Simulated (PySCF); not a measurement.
## Silicon: a sound run and one with changed settings

Sound run: Si [Ne] 3s2 3p2, Si⁺ [Ne] 3s2 3p1. Computed with PySCF 2.14 in cc-pVDZ-DK (4s3p1d, 18 functions), with the spin-free X2C one-electron Hamiltonian (Gaussian nucleus). In the sound run the correlated levels freeze [Ne]. The sound run starts from symmetry-adapted Hartree-Fock orbitals and uses a fine grid where one is needed.

A second run was set up differently.

| species | method | sound run (hartree) | changed run (hartree) | converged |
| --- | --- | --- | --- | --- |
| Si | UHF | -289.45207 | -289.45207 | yes |
| Si | M06-L | -289.95596 | -289.95596 | yes |
| Si | PBE0 | -289.85486 | -289.85486 | yes |
| Si | MP2 | -289.49698 | -289.46457 | yes |
| Si | CCSD(T) | -289.51699 | -289.51699 | yes |
| Si⁺ | UHF | -289.17161 | -289.17161 | yes |
| Si⁺ | M06-L | -289.65729 | -289.65729 | yes |
| Si⁺ | PBE0 | -289.55318 | -289.55318 | yes |
| Si⁺ | MP2 | -289.20633 | -289.18120 | yes |
| Si⁺ | CCSD(T) | -289.22527 | -289.22527 | yes |

Ionisation energy of Si:

```tsv
method	sound run (eV)	changed run (eV)
UHF	7.632	7.632
M06-L	8.127	8.127
PBE0	8.209	8.209
MP2	7.909	7.711
SCS-MP2	7.837	7.690
CCSD	7.928	7.928
CCSD(T)	7.938	7.938
```

**Question.** What was changed?
A. all electrons correlated in a valence basis
B. radial grid too coarse
C. level shift left on
D. basis contracted for another Hamiltonian

**Answer.** C. It used initial guess atom, at most 50 SCF cycles, level shift 2.0 hartree. A level shift leaves the converged SCF energy unchanged but raises the virtual orbital energies, which shrinks MP2 if it is not removed.
